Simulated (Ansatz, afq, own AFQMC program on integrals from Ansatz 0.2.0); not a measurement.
**Where AFQMC and coupled cluster stand for HO, doublet**

```yaml
atoms:
  - { symbol: O, position_ang: [0.0000, 0.0000, 0.0000] }
  - { symbol: H, position_ang: [0.0000, 0.0000, 1.0060] }
```

Basis aug-cc-pVDZ. Noble-gas cores (and the filled d shells of Ga–Kr and In–Xe) are frozen. Integrals, coupled cluster, full CI and functionals: Ansatz 0.2.0; the random walks run on the same integrals in our own AFQMC program. The CISD trial takes its coefficients from CCSD amplitudes. Released means that phaseless walkers are propagated on without the constraint, phases kept. Uncertainties: one standard error, sampling alone.

Determinant: ROHF, the one that the program's search chose, which needn't be the lowest solution. The geometry is a PBE0/def2-TZVPD stationary point of this or a neighbouring charge and spin state.

No full CI on the walks' own integrals is used here; CCSDT(Q) serves as the reference and is uncertain by about the last step of the cluster series.

The T1 diagnostic is 0.0169, the weight of the determinant in the CISD state is 0.945 and the size of the correlated space is 7 electrons in 31 orbitals.

```tsv
level	correlation energy (eV)
MP2	-4.5665
CCSD	-4.9768
CCSD(T)	-5.0727
```

Estimate where phaseless AFQMC with a CISD trial lies against CCSD(T) on the same integrals.

3.0 ± 7.4 meV below CCSD(T). The gap is under twice the noise, so this walk alone can't tell the two apart.

Reference: CCSDT(Q), correlation energy -5.090 eV. The released energy is read at 2.40 1/Eh (meV from the phaseless value at times in 1/Eh: -19 ± 9 at 0.24, -18 ± 8 at 0.51, -17 ± 7 at 0.99, -23 ± 8 at 1.62, -20 ± 12 at 2.40).

| level | E − E(reference) (meV) | share of correlation (%) |
| --- | --- | --- |
| CCSD(T) | 17.0 | 99.67 |
| CCSDT | 6.8 | 99.87 |
| ph-AFQMC/HF | 128.4 ± 49.6 | 97.48 |
| ph-AFQMC/CISD | 14.0 ± 7.4 | 99.73 |
| released AFQMC | -6.0 ± 12.3 | 100.12 |

A walk keeps the symmetry of its determinant, which the program's search chose and which needn't be the lowest solution, so a lower state of the same spin and another symmetry isn't excluded. Released energies are given only where the last usable release times agree within the noise; a slower fall can still hide under it.
